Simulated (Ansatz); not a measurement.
GaC⁺, singlet in cc-pVDZ: errors against full CI

Geometry: a PBE0/def2-TZVP stationary point for this spin. The triplet lies 1.2 eV lower here.

```xyz
2

C     0.0000    0.0000    0.0000
Ga    0.0000    0.0000    2.0328
```

Basis cc-pVDZ; Ansatz 0.2.0. Correlated methods freeze the noble-gas cores and the filled d shells of p-block atoms, which leaves 6 electrons in 26 orbitals. R marks a restricted (for open shells ROHF) determinant, U an unrestricted one. Active spaces: valence = (6e, 8o) chosen from the atoms' valence shells. No spin–orbit coupling is included, and no scalar relativity.

Full CI is exact within this basis and frozen core; it isn't the basis-set limit. The frozen core follows each run's orbitals, which can shift R against U totals by a few meV for light atoms and by up to 0.1 eV past Ca.

HF rows: RHF is the determinant under the cluster runs. Coupled cluster chose its determinant by a search with trial CCSD, here up to 0.07 eV above the lowest Hartree–Fock solution of its kind, and MP2 stands on that determinant too. The determinant fills πx and πy unequally, so it is a mixture of Σ and Δ, which weighs on every level built on one determinant.

* UHF ⟨S²⟩: 1.287
* ⟨S²⟩ of the determinant under UCCSD: 1.011
* T1 diagnostic (RCCSD): 0.0626
* largest doubles amplitude (RCCSD): 0.180

```
                   level  E − E(full CI) (kJ/mol)  share of correlation (%)  wall time
                     RHF                    471.2                      0.00          –
                    RMP2                    166.9                     64.59          –
                  RCCSD*                     46.9                     90.05          –
               RCCSD(T)*                     23.8                     94.95      4.3 s
                BCCD(T)*                     24.9                     94.71      4.4 s
                 RCCSDT*                      9.0                     98.09          –
              RCCSDT(Q)*                      0.3                     99.94      6.5 s
                RCCSDTQ*                      0.2                     99.95       27 s
  CASSCF (valence space)                    176.2                     62.60          –
  NEVPT2 (valence space)                     35.8                     92.40      4.2 s
  MRCISD (valence space)                      5.1                     98.93          –
MRCISD+Q (valence space)                     -1.3                    100.27      5.5 s
```

An asterisk marks runs whose energy the program itself flagged as in doubt.

The correlation energy at full CI, counted from RHF, is -4.884 eV. That run took 13 s on 1 thread of Arm Neoverse V2, shared host over 1,690,944 determinants.

Run but not shown, since their state, orbitals or frozen core can't be matched to the reference's or they repeat it: UHF, UMP2, UCCSD, UCCSD(T), UCCSDT, UCCSDT(Q).

Times hold each run's SCF and search for its determinant on a shared host, so for small cases they say little of a method's own cost; they ran on 1 thread of Arm Neoverse V2.

More than 5 meV below full CI, which no variational method can be: MRCISD+Q (valence space).

Unrestricted levels hold only the spin's projection, and here they fall towards a lower state of higher spin.

The full-CI state has the irrep A1 of C2v, in the program's axes (one component, if the state is degenerate).

Natural occupations of full CI about the gap: 1.944 1.805 0.969 0.950 0.158 0.054 0.054 0.018 0.009 0.005; effectively unpaired electrons, Σ n²(2−n)², 2.24. No single determinant describes this state well, so single-reference rows can miss without a flag.
